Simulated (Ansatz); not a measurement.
## The standard entropy of C2ClF3 (chlorotrifluoroethylene) from a frequency calculation

A singlet with charge 0, relaxed at PBE0-D4/def2-TZVP (Ansatz 0.2.0):

```xyz
6

F     0.7550   -1.6389    0.1215
C    -0.0848   -0.6422    0.2382
F    -1.1713   -0.9748    0.8833
C     0.1491    0.5673   -0.2474
F     1.2785    0.8220   -0.8904
Cl   -0.9265    1.8666   -0.1051
```

Harmonic wavenumbers in cm⁻¹: 173, 190, 344, 388, 470, 526, 593, 715, 1089, 1246, 1371, 1867.

Masses in u: F 18.998, C 12.011, Cl 35.45. Take T = 298.15 K, p = 1 bar, R = 8.3145 J/(mol K), kT/hc = 207.22 cm⁻¹, rigid rotor and harmonic oscillator.

Task: Compute the standard molar entropy.

Result: 
1. Translation (Sackur–Tetrode): S = R[3/2 ln M + 5/2 ln T − 1.1517] with M = 116.466 gives 168.2 J/(mol K).
2. Rotation: principal moments 111.464, 222.977, 334.442 u Å² give A, B, C = 0.1512, 0.0756, 0.0504 cm⁻¹; the symmetry number is σ = 1; q = (√π/σ)√((kT/hc)³/ABC) = 220278; S = R(ln q + 3/2) = 114.8.
3. Vibration: with u = ν̃/207.22, each mode gives R[u/(eᵘ − 1) − ln(1 − e⁻ᵘ)]; the sum is 37.8, most from 173 cm⁻¹ (10.1), 190 cm⁻¹ (9.3), 344 cm⁻¹ (5.0).
4. Electronic: R ln 1 = 0.0, from the spin multiplicity alone.
5. Sum: 168.2 + 114.8 + 37.8 + 0.0 = 320.8 J/(mol K).

The tabulated value is 322.1 J/(mol K) (CRC Handbook of Chemistry and Physics): the model is off by -1.3. Where a soft mode is a torsion, a harmonic oscillator describes it poorly.
